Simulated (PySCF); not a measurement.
# How the functional moves excitation energies

Species: CHCl₂F.
SMILES with atom numbers: `[F:1][CH:2]([Cl:3])[Cl:4]` (hydrogens: H5 on C2)

Linear-response calculations in the def2-SVPD basis (PySCF; singlets by full response, triplets Tamm–Dancoff, core orbitals frozen in the response; HF means time-dependent Hartree–Fock). 'Strongest' is the level of largest summed f among the singlets computed (10 roots, of which the last may lack a degenerate partner); it can jump between rows when another state enters that window. S1 is the lowest singlet of each run and needn't be the same state throughout; f(S1) is that of one state. Geometry: PBE0-D3(BJ)/def2-SVP; no solvent, vibrations or thermal averaging.

```json
{"functional": "PBE0", "kind": "global hybrid, 25% exact exchange", "S1 (eV)": "7.12", "f(S1)": "0.019", "strongest (eV)": "8.77", "T1 (eV)": "6.34", "HOMO (eV)": "-9.28", "gap (eV)": "8.70", "ionisation energy, ΔSCF (eV)": "11.69"}
{"functional": "BHandHLYP", "kind": "global hybrid, 50% exact exchange", "S1 (eV)": "7.44", "f(S1)": "0.015", "strongest (eV)": "9.75", "T1 (eV)": "6.61", "HOMO (eV)": "-10.57", "gap (eV)": "10.99", "ionisation energy, ΔSCF (eV)": "11.89"}
{"functional": "CAM-B3LYP", "kind": "range-separated hybrid", "S1 (eV)": "7.18", "f(S1)": "0.015", "strongest (eV)": "9.35", "T1 (eV)": "6.41", "HOMO (eV)": "-10.66", "gap (eV)": "11.15", "ionisation energy, ΔSCF (eV)": "11.89"}
{"functional": "LC-wPBE", "kind": "range-separated hybrid", "S1 (eV)": "7.44", "f(S1)": "0.010", "strongest (eV)": "10.02", "T1 (eV)": "6.57", "HOMO (eV)": "-12.12", "gap (eV)": "13.81", "ionisation energy, ΔSCF (eV)": "12.17"}
```

Question: What does wB97X-D (range-separated hybrid) give?

Answer: S1 (eV) 7.25, f(S1) 0.016, strongest (eV) 9.58, T1 (eV) 6.52, HOMO (eV) -11.16, gap (eV) 12.38, ionisation energy, ΔSCF (eV) 11.89. S1 runs from 7.12 eV (PBE0) to 7.44 eV (BHandHLYP), a spread of 0.33 eV, while the orbital gap spreads over 5.1 eV. −ε(HOMO) comes closest to its own ΔSCF ionisation energy with LC-wPBE (-0.06 eV) and misses most with PBE0 (-2.42 eV).
